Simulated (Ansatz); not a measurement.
A made-up structure of C2H6N (charge -1), closed shell:

C1  (-0.162, 0.650, -0.644)
N2  (0.511, -0.432, -0.713)
C3  (0.264, -0.736, 0.502)
H4  (-1.361, 0.565, -0.409)
H5  (0.001, 0.929, -1.578)
H6  (0.211, 1.507, 0.147)
H7  (-0.905, -0.921, 0.820)
H8  (0.773, -1.583, 0.500)
H9  (0.668, 0.022, 1.375)
(Å)

It is relaxed with PBE-D4/def2-SVPD and then PBE0-D4/def2-TZVPD (Ansatz 0.2.0). Atoms count as bonded within 1.22 times the sum of their covalent radii (H–H: 0.88 Å). The end point is not checked to be a true minimum.

**Question.** Does its bonding change? (Judge from chemistry; the calculation decides.)

**Answer.** Computed: No: no bond forms or breaks.

Where it ends: The first stage lowers the energy by 3.53 eV in 6 steps. It ends as C₂H₆N ([CH3][N][CH3]), total charge -1:
C1  (-0.216, 0.815, -0.773)
N2  (0.473, -0.401, -0.660)
C3  (0.310, -0.895, 0.641)
H4  (-1.331, 0.752, -0.568)
H5  (-0.119, 1.248, -1.782)
H6  (0.125, 1.625, -0.053)
H7  (-0.767, -1.082, 0.949)
H8  (0.834, -1.854, 0.784)
H9  (0.689, -0.209, 1.463)
(Å)

Labels in which every atom is bracketed show which atoms are joined, not bond orders.

For scale, one of the runs: PBE0-D4/def2-TZVPD relaxation, 165 basis functions, launched by `ansatz run in.yaml --threads 2 --pin off --events-out ev --progress --plain --max-ram 4352MiB`. The run took about 25 s on 2 CPU threads of an Arm Neoverse V1 (shared host).
